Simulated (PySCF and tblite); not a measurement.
Values are calculated unless marked as measured or tabulated.
C4H6O, numbered as in [CH2:1]=[C:2]([CH3:3])[CH:4]=[O:5].

The ensemble was built from 90 distance-geometry starts (ETKDG and KDG, MMFF94s, GFN2-xTB) and rests on PBE0-D3(BJ)/def2-SVP geometries. Free energies are PBE0-D3(BJ)/def2-TZVP single points with GFN2-xTB rigid-rotor and vibrational terms (modes under about 100 cm⁻¹ blended into free rotors). Symmetry numbers and mirror images are counted. Conformers within 4 kcal/mol (GFN2-xTB free energy) were kept, 5 at most. Programs: PySCF with density fitting and tblite.

Torsions listed: C3–C2–C4–O5.

| conformer | shape | symmetry |
| --- | --- | --- |
| 1 | -179° | Cs |
| 2 | 1° | Cs |

(1) Which of these conformers is the most populated at 298.15 K, and with what share?

(2) Give the DFT energies and free energies relative to the lowest, and all weights.

(3) How does its share change from 180 K to 400 K?

## Answers

(1) Conformer 2, about 100 %.

(2) 
```json
{"conformer": "1", "shape": "-179°", "E(DFT) kcal/mol": "3.52", "G(298.15 K) kcal/mol": "3.57", "weight %": "0.2"}
{"conformer": "2", "shape": "1°", "E(DFT) kcal/mol": "0.00", "G(298.15 K) kcal/mol": "0.00", "weight %": "99.8"}
```

(3) From 100 % to 99 %; the mixing entropy goes from 0.00 to 0.12 cal/(mol K).
